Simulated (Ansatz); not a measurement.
**CHAlO (triplet): from Hartree-Fock to the top rungs, def2-TZVPP**

One table from this session's results is given with a row withheld; the runs are named, their logs left out.

The runs use Ansatz 0.2.0, Gaussian basis; def2-TZVPP, core rule «outside noble gas», up to 7 orbitals frozen.

Plan: UHF; ROHF; CCSD(T) on UHF.

2 further runs of the same task are left out: 2 set aside as unsound or not needed.

**The system**

The geometry is a PBE0/def2-TZVP stationary point (not a proven minimum).

4 atoms, charge 0, spin multiplicity 3.

Atoms are counted from 1 here; the program's logs count them from 0.

Bond lengths: C1–Al2 1.941 Å, Al2–O3 1.648 Å, O3–H4 0.948 Å. Angles: C1–Al2–O3 180.0°, Al2–O3–H4 180.0°.

Set-up of the first run:

in.yaml reads:

```yaml
crystal:
  periodic: [false, false, false]
  atoms:
    - {symbol: C, position_ang: [0.000000, 0.000000, -2.516875]}
    - {symbol: Al, position_ang: [0.000000, 0.000000, -0.575575]}
    - {symbol: O, position_ang: [0.000000, 0.000000, 1.072125]}
    - {symbol: H, position_ang: [0.000000, 0.000000, 2.020325]}
basis:
  gaussian: {orbitals: def2-TZVPP}
magnetization: {spin_polarized: true, initial_magnetization: 2}
hamiltonian: {xc: hf}
output: {orbitals: {seedname: orbitals}}
```

The run is started by

```
> ansatz run in.yaml --threads 1 --pin off --events-out ev --progress --plain --max-ram 2560MiB --backend cpu
```

Among the steps run: UHF; ROHF; CCSD(T) on UHF.

One table of the session follows, with a row left open; its other results are not shown here.

| method | from UCCSD(T) (meV) |
| --- | --- |
| ROHF | +12379.7 |
| UHF | +12197.8 |
| UMP2 | +1314.2 |
| UCCSD | ? |
| UCCSD(T) | 0 |

**Question.** Estimate the row for UCCSD.

**Answer.** from UCCSD(T) (meV): +517.7. In the column «from UCCSD(T) (meV)» it lies between UCCSD(T) (0) and UMP2 (+1314.2).

With the free atoms at the same levels and basis (separate runs), the atomisation energy is 11.707 eV at UCCSD(T), 7.946 eV at ROHF.
